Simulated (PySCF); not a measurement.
A species of formula C3H4FNO has this rotational fingerprint, computed with PBE0-D3(BJ)/def2-SVP geometry optimisation, gas phase (PySCF 2.14.0):

| Item | Value |
| --- | --- |
| Rotational constants | A = 14625, B = 1747, C = 1561 MHz |
| Dipole components | \|μa\| = 1.76 D, \|μb\| = 1.29 D, \|μc\| = 0.00 D |
| Inertial defect | 0.00 u·Å² |
| κ | -0.97 |

Problem. Which structure is it? (One computed conformer of each.)
A. `[O:1]=[CH:2][NH:3]/[CH:4]=[CH:5]\[F:6]` with O1–C2–N3–C4 0°, C2–N3–C4–C5 180°
B. `[O:1]=[CH:2][NH:3]/[CH:4]=[CH:5]/[F:6]` with O1–C2–N3–C4 0°, C2–N3–C4–C5 180°
C. `[CH2:1]=[C:2]([F:3])[NH:4][CH:5]=[O:6]` with C1–C2–N4–C5 1°, C2–N4–C5–O6 0°

Solution. A. It is O=CN/C=C\F, a near-prolate asymmetric top, point group Cs. The candidates at the same level (rigid rotor, commonest isotopes):

```csv
SMILES,A (MHz),B (MHz),C (MHz),μa (D),μb (D),μc (D),Δ (u·Å²),point group,rotor
C=C(F)NC=O,8229,2593,1972,0.73,2.71,0.05,-0.02,Cs,asymmetric top
O=CN/C=C\F,14625,1747,1561,1.76,1.29,0.00,0.00,Cs,near-prolate asymmetric top
O=CN/C=C/F,14173,1574,1416,0.38,4.01,0.00,0.00,Cs,near-prolate asymmetric top
```

`C=C(F)NC=O` has B 48 % too high; `O=CN/C=C/F` has B 10 % too low. In the right answer the mirror of this Cs structure is the ab plane, so μc vanishes by symmetry. No structure here is proved a minimum.
